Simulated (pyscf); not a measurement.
Addition across a multiple bond or ene-type step: F–W(F)(=Se)=Se + HCl -> F–W(F)(Cl)(=Se)–SeH

Gas phase, singlet surface, charge 0. Bonds broken: Cl6–H7. Bonds formed: Se1–H7, W2–Cl6. Single points on ωB97X-D3(BJ)/def2-SVP structures (PySCF, gas phase).

Transition state (Å):

```xyz
7

Se    -2.3552    -0.1539     0.0337
W     -0.1678    -0.2012    -0.7577
Se     1.0468     1.2890     0.3388
F     -0.4697     0.6422    -2.3725
F      0.7993    -1.5041    -1.6803
Cl     0.0813    -2.0287     1.0135
H     -1.2944    -1.2882     0.8550
```

One imaginary mode, 894i cm⁻¹; descent along it reached the two sides named, in the forms told below.

| bond | change | reactant side (Å) | saddle | product side |
|---|---|---|---|---|
| Cl6–H7 | breaks | 1.284 | 1.570 | 2.9 |
| Se1–H7 | forms | 3.2 | 1.757 | 1.464 |
| W2–Cl6 | forms | 3.7 | 2.557 | 2.279 |

Electronic energies relative to the separated reactants (kcal/mol):

| level | barrier | reaction energy | reverse barrier |
|---|---|---|---|
| ωB97X-D3(BJ)/def2-TZVP | 9.0 | -18.3 | 27.3 |
| PBE/def2-TZVP | 9.5 | -11.5 | 21.1 |
| r²SCAN/def2-TZVP | 9.0 | -14.7 | 23.7 |
| B3LYP-D3(BJ)/def2-TZVP | 12.6 | -13.1 | 25.7 |
| PBE0-D3(BJ)/def2-TZVP | 9.7 | -13.9 | 23.6 |
| M06-2X/def2-TZVP | 14.9 | -11.2 | 26.1 |
| ωB97M-D3(BJ)/def2-TZVP | 15.0 | -12.3 | 27.3 |
| HF/def2-TZVP | 32.8 | -7.4 | 40.2 |

With ωB97M-D3(BJ)/def2-TZVP energies and thermal terms (ideal gas, 1 atm, RRHO with modes under 100 cm⁻¹ raised to 100, one conformer, R ln 2 for chiral ones without a mode under 150 cm⁻¹), in kcal/mol:

| T (K) | ΔH‡ | ΔG‡ | ΔH | ΔG |
|---|---|---|---|---|
| 298 | 12.8 | 23.2 | -11.5 | -1.5 |
| 600 | 13.2 | 33.5 | -10.9 | +8.4 |
| 900 | 13.8 | 43.6 | -10.1 | +17.9 |
| 1200 | 14.4 | 53.4 | -9.2 | +27.0 |

On the product side the descent ends in a point that may be a rotor saddle (no frequency run), 2.2 kcal/mol over the lowest minimum found and 25.1 kcal/mol under the saddle at ωB97X-D3(BJ)/def2-TZVP. This is the saddle that the search found; another between the same sides may lie lower. Elements up to Kr have no core potential and no relativistic terms here. Elements past Kr carry the def2 core potentials, without spin-orbit coupling.
